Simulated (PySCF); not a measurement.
Molecule: `[C-]#[N+]CCC`, C$_{4}$H$_{7}$N.

Atom-mapped SMILES (the numbers label the heavy atoms): `[C-:1]#[N+:2][CH2:3][CH2:4][CH3:5]`. Hydrogens are named by the atom that carries them.

Geometry PBE0-D3(BJ)/def2-SVP throughout; GIAO in PySCF, gas phase, one conformer, non-relativistic; equivalent atoms averaged; basis pcSseg-2.

For orientation, KT3 gives these absolute shieldings σ: C1 19.5, C3 136.7, C4 152.1, C5 167.8, N2 79.4, H(C3) 27.94, H(C4) 29.76, H(C5) 30.21 ppm.

A run gave: C1 -3.1, C3 140.9, C4 156.8, C5 171.3, N2 66.6, H(C3) 28.25, H(C4) 29.97, H(C5) 30.29 ppm (absolute shieldings σ).

Task: Which functional was used in that run?
A. PBE0
B. B97-D
C. wB97X-D
D. BHandHLYP
E. HF

Result: D. C1 tells them apart best: BHandHLYP gives -3.1, PBE0 gives 1.3, wB97X-D gives 1.4, HF gives -0.7, B97-D gives 9.5 ppm.
